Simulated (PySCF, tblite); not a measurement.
**C₅H₉S radical: geometry, infrared bands and EPR parameters**

Aim: predict the infrared bands and EPR parameters of C₅H₉S radical (`C=CC[CH]CS`).

Programs: tblite 0.8.0 and PySCF 2.14.0, with density-fitted response routines of our own. Each step states its level of theory. These are calculated values for one molecule in the gas phase, unless marked as measured. Atoms count from 0, in the outputs and in this text.

## (1) The starting structure

15 atoms, charge 0, multiplicity 2; geometry from: force field or distance geometry start.

Bonds of the start (Å): C0–C1 1.33, C1–C2 1.50, C2–C3 1.50, C3–C4 1.47, C4–S5 1.81, C0–H6 1.09, C0–H7 1.08, C1–H8 1.10, C2–H9 1.09, C2–H10 1.09, C3–H11 1.10, C4–H12 1.09, C4–H13 1.09, S5–H14 1.35.

## (2) Geometry optimisation with GFN2-xTB

What the job is given:

```
{"job": {"kind": "relax", "xc": "GFN2-xTB", "basis": "xTB"}, "charge": 0, "multiplicity": 2}
C      1.827200     1.280300    -0.203000
C      1.288300     0.364000     0.603600
C      0.719500    -0.944800     0.155100
C     -0.746500    -1.014200     0.454000
C     -1.759800    -0.502800    -0.486400
S     -2.511100     1.000000     0.176100
H      2.230900     2.208500     0.193300
H      1.857700     1.149100    -1.274000
H      1.293800     0.543400     1.686900
H      0.872500    -1.099200    -0.915900
H      1.225200    -1.760800     0.664300
H     -1.069500    -1.412700     1.425600
H     -1.321000    -0.274400    -1.458300
H     -2.537400    -1.250600    -0.647900
H     -1.374400     1.722000     0.237700
```

Command:

```
> OMP_NUM_THREADS=1 python probes_run.py task.json out
```

The driver reads the jobs from task.json and runs them one after another.

**Question.** This job is followed by: GFN2-xTB harmonic vibrations, gas phase; UKS B3LYP, pcH-1 on C H S, non-relativistic, mean-field spin-orbit, GIAO. What will the session give for the following? strongest single infrared mode (GFN2-xTB); zero-point energy (GFN2-xTB); g(iso) (B3LYP); ⟨S²⟩; largest a(iso) (averaged by class); surface potential, 1st and 99th percentile.

**Answer**, as computed:

| quantity | value |
| --- | --- |
| strongest single infrared mode (GFN2-xTB) | 2439 cm⁻¹, 75 km/mol |
| zero-point energy (GFN2-xTB) | 74.8 kcal/mol |
| g(iso) (B3LYP) | 2.00325 |
| ⟨S²⟩ | 0.756 (exact 0.75) |
| largest a(iso) (averaged by class) | 13C on C3, 87.2 MHz |
| surface potential, 1st and 99th percentile | -1.14 V and 0.90 V |

**Reading.** The optimisation took 101 steps and gained 0.182 eV; among the close pairs (by a distance rule), C4–S5 changed most, from 1.806 to 1.932 Å. All 39 modes are real, so the xTB geometry is a minimum. The strongest single mode, at 2439 cm⁻¹, moves mainly H14. GFN2-xTB is a fitted tight-binding method: band positions and strengths are rough. Its intensities can rank the bands wrongly. Most of the unpaired spin sits on C3 (0.91 e). The isotropic g lies 0.9 ppt above the free-electron value.
